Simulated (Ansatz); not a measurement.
A made-up structure of AlBSiH2, closed shell:

```
5
angstrom
B -0.8501 -1.3886 0.7846
Si 0.2926 -0.0069 1.1254
Al -0.3164 -0.0716 -0.9897
H -0.1654 0.6189 -2.4065
H 1.1828 1.0124 1.5554
```

It is relaxed with PBE-D4/def2-SVP and then PBE0-D4/def2-TZVP (Ansatz 0.2.0). Atoms count as bonded within 1.22 times the sum of their covalent radii (H–H: 0.88 Å). The end point is not checked to be a true minimum.

Does its bonding change? (A judgement: the text doesn't fix the answer.)

Computed: No: no bond forms or breaks.

Where it ends: The first stage lowers the energy by 0.98 eV in 6 steps. It ends as AlBSiH₂ ([B]1[AlH][SiH]1):
```xyz
5
angstrom
B -0.7060 -1.1154 0.5426
Si 0.4257 0.1579 1.1544
Al -0.4132 -0.1458 -1.1417
H -0.4181 0.3676 -2.6379
H 1.2550 0.9000 2.1519
```

Labels in which every atom is bracketed show which atoms are joined, not bond orders.

For scale, one of the runs: PBE0-D4/def2-TZVP relaxation, 117 basis functions, launched by `ansatz run in.yaml --threads 2 --pin off --events-out ev --progress --plain --max-ram 4352MiB`. The run took about 12 s on 2 CPU threads of an Arm Neoverse V1 (shared host).
